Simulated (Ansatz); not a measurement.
CH6BN, relaxed with RKS PBE0-D4/def2-TZVP in Ansatz 0.2.0 from a PBE-D4/def2-SVP geometry. The force threshold is 0.005 eV/Å; the program also tests the step.

Charge 0, multiplicity 1. The bonds changed during the relaxation, so this is another structure than the one it started from.

Start:

```xyz
9

B    -0.525   -0.699   -0.764
C     0.187   -0.136    0.486
N     0.585    1.114    0.640
H     0.134   -1.697   -1.107
H    -0.689    0.149   -1.646
H    -1.575   -1.210   -0.331
H     0.415   -0.767    1.371
H     1.051    1.472    1.479
H     0.418    1.775   -0.128
```

(1) How much energy does the relaxation release, and in how many steps? (Best estimate.)

(2) Which bonds change most? (Estimate.)

(3) Give the relaxed structure. (An estimate is asked.)

Answers

(1) Computed: 4.12 kJ/mol, in 6 steps, 1 of them rejected.

(2) Ansatz gave: B1–H6 from 1.246 to 1.224 Å; B1–H4 from 1.244 to 1.223 Å; B1–H5 from 1.235 to 1.216 Å; C2–N3 from 1.320 to 1.302 Å.

(3) The calculation gave: 
```xyz
9

B    -0.524   -0.702   -0.757
C     0.187   -0.135    0.486
N     0.576    1.099    0.629
H     0.145   -1.667   -1.101
H    -0.676    0.145   -1.616
H    -1.565   -1.180   -0.325
H     0.412   -0.755    1.357
H     1.035    1.451    1.456
H     0.409    1.745   -0.130
```
